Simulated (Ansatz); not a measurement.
Cuprite Ag2O, treated with BLYP (Ansatz, an electronic-structure program, PAW).

From the output:

```
Crystal: 6 atoms, lattice volume = 118.001 Å³
Basis set: ecut = 520 eV, 3191 PW (Γ), exchange–correlation on 80×80×80 points (8 copies of the dense FFT grid, shifted against one another)
Bands: 53, of which v1, the nominal top of the filled ones, is band 44 counted from 1 (43 counted from 0)
Symmetry: 48 space group operations
Space group: Pn-3m (ITA 224), of the structure as read, at distance tolerance 4.9e-5 Å
k-points: 35 of 512
Functional: x = b88, c = lyp
SCF iter   1: F=—  HF=-31558.223281 eV  |F-HF|=—  |Δ(HF+E_count)|=         —  Δρ=1.18e-2  dr2=1.13e-1
SCF iter   2: F=—  HF=-31558.204559 eV  |F-HF|=—  |Δ(HF+E_count)|=   1.87e-2  Δρ=3.11e-3  dr2=1.00e-2
  ...
SCF iter   8: F=—  HF=-31558.203881 eV  |F-HF|=—  |Δ(HF+E_count)|=   8.29e-8  Δρ=1.92e-6  dr2=4.93e-9
SCF iter   9: F=-31558.203881 eV  HF=-31558.203881 eV  |F-HF|=2.33e-10  |Δ(HF+E_count)|=   7.73e-9  Δρ=4.49e-7  dr2=1.95e-10
SCF 1 converged in 9 iterations: F = -31558.203881 eV  dr2 = 1.95e-10
SCF converged after 9 iterations
Free energy (F): -31558.203881 eV
Internal energy: -31558.203779 eV  (E = F + TS)
E sigma→0 (E₀):  -31558.203830 eV
Fermi energy:    9.206250 eV
--- Stress (GPa, compression-positive) ---
        0.000397      -0.000000       0.000000
       -0.000000       0.000397       0.000000
        0.000000       0.000000       0.000397
  P = ⅓ Tr σ = 0.0004 GPa (0.004 kbar)
```

Write an input file that could have produced this run (the log leaves some choices open).

One answer among several that fit: 
Ansatz 0.2 input:
```yaml
crystal:
  lattice:
    - [4.9048822521, 0.0, 0.0]
    - [0.0, 4.9048822521, 0.0]
    - [0.0, 0.0, 4.9048822521]
  atoms:
    - { symbol: Ag, position: [0.75, 0.25, 0.75] }
    - { symbol: Ag, position: [0.25, 0.75, 0.75] }
    - { symbol: Ag, position: [0.75, 0.75, 0.25] }
    - { symbol: Ag, position: [0.25, 0.25, 0.25] }
    - { symbol: O, position: [0.0, 0.0, 0.0] }
    - { symbol: O, position: [0.5, 0.5, 0.5] }
basis:
  ecutwfc: 520
  ecutrho_ratio: 4
  xc_grid: 2
kpoints:
  mp_grid: { grid: [8, 8, 8] }
  band_path:
    path:
      - [0.0, 0.0, 0.0]
      - [0.0, 0.083333, 0.0]
      - [0.0, 0.166667, 0.0]
      - [0.0, 0.25, 0.0]
      - [0.0, 0.333333, 0.0]
      - [0.0, 0.416667, 0.0]
      - [0.0, 0.5, 0.0]
      - [0.083333, 0.5, 0.0]
      - [0.166667, 0.5, 0.0]
      - [0.25, 0.5, 0.0]
      - [0.333333, 0.5, 0.0]
      - [0.416667, 0.5, 0.0]
      - [0.5, 0.5, 0.0]
      - [0.444444, 0.444444, 0.0]
      - [0.388889, 0.388889, 0.0]
      - [0.333333, 0.333333, 0.0]
      - [0.277778, 0.277778, 0.0]
      - [0.222222, 0.222222, 0.0]
      - [0.166667, 0.166667, 0.0]
      - [0.111111, 0.111111, 0.0]
      - [0.055556, 0.055556, 0.0]
      - [0.045455, 0.045455, 0.045455]
      - [0.090909, 0.090909, 0.090909]
      - [0.136364, 0.136364, 0.136364]
      - [0.181818, 0.181818, 0.181818]
      - [0.227273, 0.227273, 0.227273]
      - [0.272727, 0.272727, 0.272727]
      - [0.318182, 0.318182, 0.318182]
      - [0.363636, 0.363636, 0.363636]
      - [0.409091, 0.409091, 0.409091]
      - [0.454545, 0.454545, 0.454545]
      - [0.5, 0.5, 0.5]
      - [0.444444, 0.5, 0.444444]
      - [0.388889, 0.5, 0.388889]
      - [0.333333, 0.5, 0.333333]
      - [0.277778, 0.5, 0.277778]
      - [0.222222, 0.5, 0.222222]
      - [0.166667, 0.5, 0.166667]
      - [0.111111, 0.5, 0.111111]
      - [0.055556, 0.5, 0.055556]
      - [0.5, 0.5, 0.416667]
      - [0.5, 0.5, 0.333333]
      - [0.5, 0.5, 0.25]
      - [0.5, 0.5, 0.166667]
      - [0.5, 0.5, 0.083333]
    npoints: 1
hamiltonian:
  xc: blyp
  dispersion: none
  pseudopotentials: { kind: paw }
scf:
  occupations: { method: fermi_dirac, width: 0.01 }
  convergence: { dr2_threshold: 0.0000000006 }
output:
  forces: true
  stress: true
  eigenvalues: true
  write_bands: true
```

The PAW data were made under PBE.

Note: the cell is over a tenth larger than the published one: the level's own overestimate first of all, though another phase or state, or a fault of the published cell, is possible. Note: the gap of the solid is closed in this run. Note: this level leaves the solid without a gap, although one is measured.
